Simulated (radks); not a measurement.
# F²⁺ in [He] 2s1 2p3 3s1: an all-electron calculation

An exercise on one series of results from a longer session: the logs are not shown, and one member is left open.

Program: radks (a radial shooting solver on a logarithmic mesh, Libxc functionals) version 1. Level of theory: Dirac Kohn-Sham, PBE, spin-unpolarised, spherical densities, finite nucleus; open shells fill j = l - 1/2 first. These are calculated values, not measurements, unless marked.

## Starting point

```
element            : fluorine (Z = 9)
charge             : +2
electrons          : 7
configuration      : [He] 2s1 2p3 3s1
nuclear rms radius : 2.8976 fm
```

Set-up of the first run:

Settings of this run:

```text
Z 9
configuration [He] 2s1 2p3 3s1 3p0 4s0 3d0 4f0
relativity Dirac
functional pbe,pbe
spin unpolarised
j_filling energy
nucleus finite rms 2.8976 fm
c 137.035999084
```

On the command line:

```console
$ python run_ks.py task.json out
```

The same process makes all the runs of this session.

One table of the session follows, with a row left open; its other results are not shown here.

It belongs to the step «Radial structure». Radial moments (bohr):

| level | <r> | outermost maximum (interpolated) | 90 % within | nodes |
| --- | --- | --- | --- | --- |
| 1s1/2 | 0.1760 | 0.114 | 0.315 | 0 |
| 2s1/2 | 0.8855 | 0.721 | 1.38 | 1 |
| 2p1/2 | 0.8421 | 0.630 | 1.40 | 0 |
| 2p3/2 | 0.8433 | 0.630 | 1.40 | 0 |
| 3s1/2 | 2.707 | 2.43 | 3.98 | 2 |
| 3p1/2 | ? | ? | ? | ? |
| 3p3/2 | 2.950 | 2.62 | 4.40 | 1 |
| 3d3/2 | 3.210 | 2.71 | 4.96 | 0 |
| 3d5/2 | 3.210 | 2.71 | 4.96 | 0 |

Estimate the missing values for 3p1/2.

**Answer.** <r>: 2.947; outermost maximum (interpolated): 2.62; 90 % within: 4.40; nodes: 1. In the column «<r>» it lies between 3s1/2 (2.707) and 3p3/2 (2.950).
